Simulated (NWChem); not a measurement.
dimethylamine (C2H7N); SMILES CNC

Results from NWChem. Pople sets run with spherical d functions. Each level has its own optimisation. Computed dipoles belong to the equilibrium geometry; the measured one is vibrationally averaged.

Measured dipole moment: 1.03 D (NIST CCCBDB, as tabulated in the package chemicals).

Question: Which of these levels lies farthest from the measured value, and how do the others fare: B3LYP/6-31G*; PBE/def2-SVP; BLYP/def2-SVP; Hartree-Fock/3-21G; LDA (Slater exchange, VWN5)/def2-SVP; Hartree-Fock/6-31G*; PBE0/def2-SVP; Hartree-Fock/STO-3G?

Answer: Hartree-Fock/STO-3G.
```csv
level,dipole moment (D),computed − measured
Hartree-Fock/STO-3G,1.36,+0.33
Hartree-Fock/3-21G,1.15,+0.12
Hartree-Fock/6-31G*,1.14,+0.11
B3LYP/6-31G*,1.02,-0.01
"LDA (Slater exchange, VWN5)/def2-SVP",0.82,-0.21
PBE/def2-SVP,0.85,-0.18
BLYP/def2-SVP,0.84,-0.19
PBE0/def2-SVP,0.91,-0.12
```
